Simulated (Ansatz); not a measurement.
Coupled-cluster run, `FC=C(Cl)Cl`.

```yaml
crystal:
  periodic: [false, false, false]
  atoms:
    - {symbol: F, position_ang: [0.369818, -1.453511, 1.016624]}
    - {symbol: C, position_ang: [0.335196, -0.183694, 0.639137]}
    - {symbol: C, position_ang: [-0.249498, 0.193870, -0.489926]}
    - {symbol: Cl, position_ang: [-1.002742, -0.907113, -1.549257]}
    - {symbol: Cl, position_ang: [-0.269601, 1.845147, -0.936707]}
    - {symbol: H, position_ang: [0.816836, 0.505301, 1.320128]}
basis:
  gaussian: {orbitals: def2-SVP}
correlation: {method: ccsd_t}
```

```sh
$ ansatz run in.yaml --threads 4 --pin off --events-out ev --progress --plain --max-ram 10444MiB
```

Log, shortened:

```
Functional definition: HF
794 factors; integrals over basis functions are off by at most 1.1e-3 eV
mean field evaluation 1: about -29774.6759 eV, gradient 2.5e1 eV
mean field evaluation 2: about -29774.8002 eV, gradient 2.6e1 eV
mean field evaluation 4: about -29776.5383 eV, gradient 3.3e0 eV
mean field evaluation 8: about -29776.5865 eV, gradient 2.4e-1 eV
mean field -29776.58685761 eV, -1094.2693837216 hartree, gradient 2.3e-6 eV, S^2 0.000000; 0 other end points of the search recorded, 0 dependent functions left out; unrestricted orbitals would lower it
13 core orbitals not correlated: weight in the atoms' cores, before any rotation towards them, 1.000 or more for the frozen orbitals, at most 0.000 for the correlated occupied ones
reference -29776.58685761 eV, -1094.2693837216 hartree; 15, 15 occupied and 55, 55 virtual orbitals, 794 factors
second order -19.35787261 eV of doubles, -0.00000000 eV of singles
cycle   1  -19.76148500 eV  change   -4.0e-1 eV  update   9.9e-2
cycle   2  -20.20234339 eV  change   -4.4e-1 eV  update   3.1e-2
cycle   3  -20.32650430 eV  change   -1.2e-1 eV  update   1.6e-2
cycle   4  -20.32456780 eV  change    1.9e-3 eV  update   3.8e-3
cycle   5  -20.32376801 eV  change    8.0e-4 eV  update   1.5e-3
cycle   6  -20.32433709 eV  change   -5.7e-4 eV  update   3.9e-4
cycle   7  -20.32410978 eV  change    2.3e-4 eV  update   1.1e-4
cycle   8  -20.32405995 eV  change    5.0e-5 eV  update   3.4e-5
cycle   9  -20.32406428 eV  change   -4.3e-6 eV  update   1.2e-5
perturbative correction -0.58244955 eV, -0.0214046261 hartree
Total energy: -29797.49337143 eV, -1095.0376839337 hartree
```

Hardware: 4 threads of an Arm Neoverse V2 on a shared host. Wall time 1.6 s, peak host memory 0.25 GiB.

The correlation energy is -20.907 eV, 2.8 % of it from (T); the T1 diagnostic reads 0.0109.
